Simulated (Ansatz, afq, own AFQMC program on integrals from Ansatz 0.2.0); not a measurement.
Integrals from Ansatz 0.2.0, then the random walk in our own AFQMC program (afq).

```yaml
crystal:
  periodic: [false, false, false]
  atoms:
    - {symbol: O, position_ang: [0.000000, 0.000000, 0.000000]}
    - {symbol: H, position_ang: [0.000000, 0.000000, 2.585000]}
basis:
  gaussian: {orbitals: cc-pVDZ}
magnetization: {spin_polarized: true, initial_magnetization: 1}
correlation: {method: ccsd_t, electrons: outside_noble_gas, hamiltonian_folder: ham}
```

```sh
$ ansatz run in.yaml --threads 1 --pin off --events-out ev --progress --plain --max-ram 24576MiB --backend cuda --devices 0, --max-vram 18GiB
```

afq runs on the folder ham with

```
--method phaseless --trial cisd --walkers 4000 --populations 20 --least-time 60 --time-step 0.005 --steps-per-block 50 --equilibration-blocks 40 --max-blocks 4000 --target-error 0.00032 --factor-cut 1e-05 --start spin_pure --seed 4831 --release-times 0.24,0.51,0.99,1.62,2.4 --release-step 0.03 --release-every 3 --taylor-order 6
```

Times are imaginary, in 1/Eh. The walk had a cap of 122 s. With eight or more populations the least sampling time is a fifth of least-time, and the error comes from their spread.

Log:

```
orbitals 18  electrons 4 3  factors 94 of 172
reference energy -75.29162815 Eh
CCSD correlation -0.11774393 Eh in 16 cycles, weight of the determinant in the CISD state 0.9688
energy of the start -75.405016 Eh
 block  time / (1/Eh)  mean weight  energy / Eh
     1     0.250  1.0001  -75.408496
     2     0.500  1.0001  -75.410218
     3     0.750  1.0000  -75.411265
     4     1.000  1.0000  -75.411832
     5     1.250  0.9998  -75.411683
    10     2.500  1.0000  -75.411588
    19     4.750  0.9998  -75.411980
    29     7.250  1.0000  -75.411647
    39     9.750  0.9997  -75.411439
    49    12.250  0.9999  -75.411653
    59    14.750  1.0002  -75.411700
    67    16.750  0.9997  -75.411039
    69    17.250  1.0000  -75.411442
    77    19.250  0.9998  -75.414526
    79    19.750  1.0003  -75.411541
    89    22.250  1.0002  -75.411508
error from the spread of 20 populations
released: time / (1/Eh)  energy / Eh  error  mean overlap
  0.24  -75.411663  0.000045  0.9979
  0.51  -75.411653  0.000036  0.9985
  0.99  -75.411704  0.000035  0.9961
  1.62  -75.411692  0.000033  0.9973
  2.40  -75.411733  0.000044  1.0042
energy -75.411591 +/- 0.000071 Eh
(rows thinned)
```

The run passed its tests (sampling time, drift between the halves within three errors, error under three times the target), which doesn't prove that it has relaxed.

Against this walk (error 1.9 meV) on the same determinant: CCSD(T) 37.6 meV higher, CCSDT(Q) 0.2 meV lower (within the noise), CCSDTQ 0.7 meV lower (within the noise), full CI 1.3 meV lower (within the noise). The error is statistical and leaves out the bias of the constraint. The determinant has ⟨S²⟩ = 1.74, so the low cluster orders mix in higher spin, while the walk starts as a pure doublet. Released to 2.40 1/Eh the energy moves by -3.9 ± 2.3 meV (both errors), within twice the noise. The determinant is a poor start (see the cautions), so the low cluster orders aren't to be relied on, and full CI is the sure value.

Cautions: constraint bias not in the error; unrestricted determinant spin contaminated (⟨S²⟩ 1.74 against 0.75); the next higher spin lies close (full CI puts it 66 meV above).

The walk took 26 s on 1 × NVIDIA H100 80GB HBM3 with 2 threads of AMD EPYC 7R13 Processor (Zen 3), on a shared host (the card was shared). The log's last line is the phaseless energy.

CCSDT and higher add their correlation energy to the determinant of the CCSD(T) run, since their own runs factorise the integrals more tightly (a shift of under 2 meV). A walk keeps the symmetry of its determinant, which the program's search chose and which needn't be the lowest solution, so a lower state of the same spin and another symmetry isn't excluded.
